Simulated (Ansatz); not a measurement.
A nudged elastic band was laid between two geometries of H4Si + H5NSi (12 atoms, charge 0, multiplicity 1).

Method: RKS PBE0/6-31G* in Ansatz 0.2.0.

```
movable images  : 7
climbing image  : yes
spring          : 5.0 eV/Å²
optimiser       : quadratic models (default)
start path      : through a guess of the saddle point
force threshold : 0.03 eV/Å
iteration limit : 60
end points      : relaxed
```

Initial state:

```xyz
12
Properties=species:S:1:pos:R:3
Si -0.310 0.611 0.119
N -0.452 0.944 1.814
H -1.378 0.966 2.222
H 0.196 0.489 2.445
H 1.095 0.886 -0.288
H -1.244 1.522 -0.599
H -0.633 -0.783 -0.330
Si 1.888 -2.967 1.264
H 0.877 -3.984 0.870
H 2.516 -2.381 0.050
H 2.934 -3.603 2.110
H 1.221 -1.888 2.046
```

Final state:

```xyz
12
Properties=species:S:1:pos:R:3
Si 0.485 -0.136 -0.406
N -0.226 -0.506 2.526
H -1.237 -0.457 2.427
H 0.076 0.393 2.892
H 0.871 0.005 -1.847
H 0.862 1.145 0.259
H -1.000 -0.270 -0.378
Si 1.535 -1.965 0.590
H 0.550 -2.973 1.077
H 2.418 -2.679 -0.389
H 2.413 -1.552 1.722
H -0.037 -1.194 3.250
```

(1) What changes between the two ends?

(2) Give the energies along the band, and the barrier.

(3) What is the geometry of the highest image?

Results:

(1) Bonds broken: Si1–N2, Si8–H12. Bonds formed: Si1–Si8, N2–H12. H4Si + H5NSi becomes H3N + H6Si2.

(2) The run converged. The highest image is number 3 of 0 to 8, 43.6 kcal/mol above the first end and 41.8 kcal/mol above the last; the last end lies 1.8 kcal/mol above the first. Neighbouring images differ by up to 1.5 eV, so the band resolves the path poorly. A vibrational analysis at the climbing image gives one clearly imaginary mode, 286i cm⁻¹: a first-order saddle point. The orbitals stay closed-shell, which can raise the energy where a bond breaks towards radicals; this wasn't checked here.

```
image  path coordinate (Å)  energy (kcal/mol)  Si1–N2 (Å)  Si8–H12 (Å)  Si1–Si8 (Å)
    0                 0.00                0.0        1.73         1.49         4.35
    1                 1.01                1.0        1.73         1.49         3.93
    2                 2.02                8.3        1.74         1.53         3.47
    3                 3.03               43.6        1.90         2.28         3.09
    4                 4.66               19.5        2.32         2.79         2.42
    5                 6.28                2.9        2.97         3.34         2.33
    6                 7.91                2.9        3.39         3.30         2.34
    7                 9.54                2.9        3.38         3.32         2.34
    8                11.17                1.8        3.04         3.19         2.33
```

(3) 
```xyz
12
Properties=species:S:1:pos:R:3:forces:R:3
Si 0.088 0.106 0.093 0.01 0.00 0.01
N -0.162 0.132 1.974 0.02 -0.01 0.01
H -1.137 0.050 2.275 0.00 -0.01 0.00
H 0.265 0.939 2.437 -0.01 0.01 0.00
H 1.470 0.456 -0.286 0.00 0.00 0.00
H -0.751 1.327 -0.158 0.00 0.00 0.00
H -0.586 -1.012 -0.595 0.00 0.00 0.00
Si 1.537 -2.436 1.085 -0.01 0.00 0.00
H 0.695 -3.684 0.958 0.00 0.00 0.00
H 2.258 -2.414 -0.244 0.00 0.00 0.00
H 2.631 -2.875 2.029 0.00 0.00 0.00
H 0.403 -0.777 2.154 -0.01 0.01 -0.01
```

The run took 10 min on 1 thread of Arm Neoverse V2, on a shared host, peak memory 0.14 GiB.
